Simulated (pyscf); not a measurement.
Thermochemistry of product channels of Cl–Sn:–Cl [singlet] + H₂S on the singlet surface, in kJ/mol, from ωB97M-D3(BJ)/def2-TZVP energies (ideal gas, 1 atm, RRHO with modes under 100 cm⁻¹ raised to 100, one conformer, R ln 2 for chiral ones without a mode under 150 cm⁻¹). Optimised with ωB97X-D3(BJ)/def2-SVP in PySCF.

```
products          ΔE  ΔH(298 K)  ΔG(600 K)  ΔG(1200 K)
----------------  --  ---------  ---------  ----------
S=Sn(Cl)–Cl + H₂   ?     +117.4     +138.1      +151.4
HS–SnH(Cl)–Cl      ?      -12.0      +72.3      +148.5
```

Fill in the missing entries.


- S=Sn(Cl)–Cl + H₂, ΔE: +123.9
- HS–SnH(Cl)–Cl, ΔE: -13.8

These are energies of the channels, which say nothing of barriers. Elements past Kr carry the def2 core potentials, without spin-orbit coupling.
